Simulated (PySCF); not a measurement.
BH₂, optimised at PBE/def2-SVP:

```xyz
3

B      0.0064    -0.0425    -0.0274
H      0.5308     0.3107    -1.0631
H     -0.7341    -0.9823     0.1744
```

Computed with PySCF (xtb for GFN2) and rigid-rotor harmonic-oscillator thermochemistry at 1 bar. 6-31G* has spherical d functions here. Open shells (unrestricted): BH₂ (multiplicity 2). GFN2 has no spin-polarisation term. B3LYP is the form with VWN-RPA correlation.

**Question.** List the harmonic frequencies (cm⁻¹, unscaled) at this level and at the other levels, each on its own geometry.

**Answer.** 
- PBE/def2-SVP: 939, 2509, 2688
- B3LYP/6-31G*: 1024, 2610, 2771
- GFN2-xTB: 872, 2690, 2775
- HF/6-31G*: 1130, 2726, 2867
- PBE0/def2-TZVP: 980, 2586, 2758
